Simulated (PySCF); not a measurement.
These are PySCF with PBE-D3(BJ)/def2-TZVP // B3LYP-D3(BJ)/def2-TZVP values and carry that method's errors. Isolated molecules, 0 K electronic values unless said otherwise. 

Reference species (SMILES): `FC(F)(F)F` (neutral, multiplicity 1).

The dipole moment is 0.00 D.

Changed species: `CF` (whole molecule; the reference has whole molecule).

**Question.** What does the change do to the dipole moment?

**Answer.** the dipole moment rises by 1.74 D, to 1.74 D.
